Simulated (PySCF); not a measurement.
## C3HN: core ionisation energies

Isoyanoacetylene, C₃HN.
Numbering: `[C-:1]#[N+:2][C:3]#[CH:4]`

Cartesian coordinates in Å at the PBE0-D3(BJ)/def2-SVP level; atoms count from 1:
```xyz
5
C3HN angstrom
C      2.2708   -0.0209   -0.8416
N      1.1666   -0.0093   -0.4154
C     -0.0555    0.0014    0.0499
C     -1.1877    0.0112    0.4801
H     -2.1942    0.0176    0.8558
```

Level of theory: PySCF, delta-SCF UKS SCAN, pcX-2 on the ionised atom, pcseg-1 elsewhere, spin-free X2C. Binding energies are ΔSCF values: E(core-ionised, relaxed orbitals) − E(ground state) at a fixed geometry, referred to the vacuum level.

Problem. What binding energy does each computed site have?

Solution. 
| atom(s) | environment | level | binding energy (eV) | above the level's lowest (eV) | count |
| --- | --- | --- | --- | --- | --- |
| N2 | isocyanide nitrogen | N 1s | 407.84 | 0.00 | 1 |
| C3 | alkyne carbon | C 1s | 293.20 | +1.63 | 1 |
| C4 | terminal alkyne carbon | C 1s | 291.57 | 0.00 | 1 |

Lowest listed C 1s: C4, bonded to C (triple bond) and H. Highest, 1.63 eV above it: C3, bonded to N and C (triple bond). Summing the Pauling electronegativity differences to the bonded atoms, each weighted by its formal bond order, gives -0.35 for the lowest site and +0.49 for the highest.

Problem. Give the binding energy of C 1s of C3 in hartree and in kJ/mol.

Solution. 293.20 eV = 10.7749 Eh = 28289 kJ/mol.

Problem. Which photon wavelength matches the C 1s of C3 threshold?

Solution. λ = hc/E = 12398.42 eV Å / 293.20 eV = 42.287 Å.

The list is incomplete; no value stands for C 1s of C1 (hole states with ⟨S²⟩ of 1 or more are left out). The unrestricted hole states depart most from a pure doublet (⟨S²⟩ = 0.75; over 0.85 named) for C 1s of C3 (0.88), which makes this value less certain. Geometry: PBE0-D3(BJ)/def2-SVP; no solvent, vibrations or thermal averaging.

Hardware: one thread, x86-64 server (shared host). Cost: 11 s of wall time.
